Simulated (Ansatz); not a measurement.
# Molecular dynamics of AlH$_{5}$S

Input file:

```yaml
crystal:
  periodic: [false, false, false]
  atoms:
    - { symbol: Al, position_ang: [0.099793, -0.231624, -0.071066] }
    - { symbol: H, position_ang: [-0.132421, -0.045411, 1.614824] }
    - { symbol: H, position_ang: [1.570241, 0.233682, -0.468339] }
    - { symbol: H, position_ang: [-1.262881, -0.012825, -0.87084] }
    - { symbol: S, position_ang: [0.26902, -2.567383, 0.679404] }
    - { symbol: H, position_ang: [-1.078223, -2.769339, 0.643589] }
    - { symbol: H, position_ang: [0.034072, -1.250101, 1.541927] }
basis:
  gaussian: { orbitals: def2-SVP }
hamiltonian:
  xc: pbe
  dispersion: d4
md:
  timestep: 0.5
  n_steps: 200
  ensemble: nve
  temperature: 300.0
  initial_velocities: maxwell_boltzmann
  seed: 11852
```

Run as:

```bash
$ ansatz run input.yaml --threads 1 --pin off --max-ram 2048MiB --backend cpu --events-out ev --progress --plain --runs-dir out
```

It starts at the highest image of a converged band, a first-order saddle point between two minima.

Output, in part (step lines, the closing report, with atoms numbered from 0):

```
md step     0: t =     0.00 fs  T =   300.0 K  F+E_penalty+E_count = -17498.65414009 eV  E_kin = 0.193890 eV  conserved = -17498.46025010 eV  (23 SCF iters)
md step     1: t =     0.50 fs  T =   298.9 K  F+E_penalty+E_count = -17498.65344073 eV  E_kin = 0.193191 eV  conserved = -17498.46024996 eV  (27 SCF iters)
md step     2: t =     1.00 fs  T =   294.1 K  F+E_penalty+E_count = -17498.65031621 eV  E_kin = 0.190080 eV  conserved = -17498.46023620 eV  (27 SCF iters)
md step     3: t =     1.50 fs  T =   285.9 K  F+E_penalty+E_count = -17498.64499376 eV  E_kin = 0.184783 eV  conserved = -17498.46021074 eV  (27 SCF iters)
md step     4: t =     2.00 fs  T =   275.0 K  F+E_penalty+E_count = -17498.63788714 eV  E_kin = 0.177711 eV  conserved = -17498.46017633 eV  (27 SCF iters)
md step     5: t =     2.50 fs  T =   262.1 K  F+E_penalty+E_count = -17498.62955105 eV  E_kin = 0.169414 eV  conserved = -17498.46013675 eV  (26 SCF iters)
md step     6: t =     3.00 fs  T =   248.4 K  F+E_penalty+E_count = -17498.62062397 eV  E_kin = 0.160528 eV  conserved = -17498.46009573 eV  (27 SCF iters)
md step     7: t =     3.50 fs  T =   234.7 K  F+E_penalty+E_count = -17498.61176848 eV  E_kin = 0.151711 eV  conserved = -17498.46005712 eV  (26 SCF iters)
[... lines left out ...]
Total energy: -17498.75267664 eV, -643.0672997861 hartree
Atom 0 at     0.089833     0.102514    -0.136338 Å, force    -0.011647    -0.545454    -0.206817 eV/Å
Atom 1 at    -0.427043     0.969147     1.106548 Å, force     0.053558    -0.065770     0.156631 eV/Å
Atom 2 at     1.662267    -0.027670    -0.475597 Å, force    -0.098423     0.081892     0.050374 eV/Å
Atom 3 at    -1.012473    -0.347296    -1.224071 Å, force     0.080560     0.069522     0.006079 eV/Å
Atom 4 at     0.251306    -2.816055     0.727491 Å, force    -0.297573     0.449297     0.029681 eV/Å
Atom 5 at    -0.971956    -2.963937     1.311909 Å, force    -0.152950    -0.048465    -0.269799 eV/Å
Atom 6 at     0.710017    -2.509079     1.960100 Å, force     0.426475     0.058978     0.233852 eV/Å
Dipole moment:    -0.070117    -0.465053     0.433683 e Å
```

The steps, from the saved trajectory:

```tsv
time (fs)	T (K)	potential energy less start (eV)	conserved less start (meV/atom)
0.0	300	0.000	0.00
3.0	248	0.034	0.02
6.0	197	0.067	0.04
9.0	245	0.036	0.03
12.0	329	-0.018	0.02
15.0	396	-0.062	0.02
18.0	461	-0.104	0.02
21.0	528	-0.147	0.03
24.0	619	-0.206	0.02
27.0	678	-0.244	0.00
30.0	663	-0.235	0.02
33.0	661	-0.233	0.02
36.0	638	-0.218	0.01
39.0	556	-0.166	0.01
42.0	441	-0.091	0.03
45.0	359	-0.038	0.02
48.0	289	0.007	0.03
51.0	274	0.017	0.02
54.0	258	0.028	0.01
57.0	205	0.062	0.02
60.0	163	0.088	0.03
63.0	165	0.087	0.02
66.0	182	0.076	0.02
69.0	184	0.075	0.02
72.0	183	0.076	0.01
75.0	153	0.095	0.03
78.0	174	0.082	0.02
81.0	218	0.053	0.02
84.0	258	0.027	0.01
87.0	269	0.020	0.03
90.0	304	-0.003	0.02
93.0	343	-0.027	0.03
96.0	408	-0.070	0.02
99.0	452	-0.098	0.01
```

The run went to its last step. The conserved energy stayed within 0.04 meV per atom of its start (net change 0.018 meV per atom), so the integration is sound. A run of 0.1 ps of so small a system gives no equilibrium averages. The orbitals stay closed-shell, which can raise the energy where a bond breaks towards radicals; this wasn't checked here.

The step under study would form Al1–S5, H2–H7 and break Al1–H2, S5–H7. These pairs go: Al1–S5 2.46 → 3.05 Å, H2–H7 1.22 → 3.76 Å, Al1–H2 1.71 → 1.60 Å, S5–H7 1.59 → 1.35 Å. In the last frame they stand as before the step (other bonds may differ from the relaxed reactants and products). It ends as AlH3 + H2S. Pairs count as bonded within 1.25 times the sum of covalent radii (0.12 Å more for H–H).

Last frame:

```xyz
7
Properties=species:S:1:pos:R:3
Al 0.090 0.102 -0.136
H -0.427 0.969 1.107
H 1.662 -0.028 -0.476
H -1.012 -0.347 -1.224
S 0.251 -2.816 0.728
H -0.972 -2.964 1.312
H 0.710 -2.509 1.960
```

Run time: 4.1 min on 1 thread of Arm Neoverse V1, with other jobs on the host, peak memory 0.1 GiB.
